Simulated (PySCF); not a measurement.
BCl3, SMILES ClB(Cl)Cl, singlet (PBE/def2-SVP optimised geometry):

```
4

Cl     1.315     0.000     0.000
B     -0.438     0.000     0.000
Cl    -1.314    -1.518     0.001
Cl    -1.315     1.518     0.000
```

Method: PySCF with PBE/def2-TZVP.

Task: What are the frontier orbital energies and the dipole moment?

Result: HOMO-2 -8.46 eV, HOMO-1 -8.46 eV, HOMO -7.68 eV, LUMO -2.69 eV, LUMO+1 -0.15 eV; dipole moment 0.00 D.

On the same geometry PBE0/def2-TZVP run with PySCF gives HOMO-2 -9.86 eV, HOMO-1 -9.86 eV, HOMO -9.12 eV, LUMO -1.77 eV, LUMO+1 0.84 eV; dipole moment 0.00 D.

Meta-Löwdin charges at PBE/def2-TZVP: Cl1 -0.02, B2 0.05, Cl3 -0.02, Cl4 -0.02.
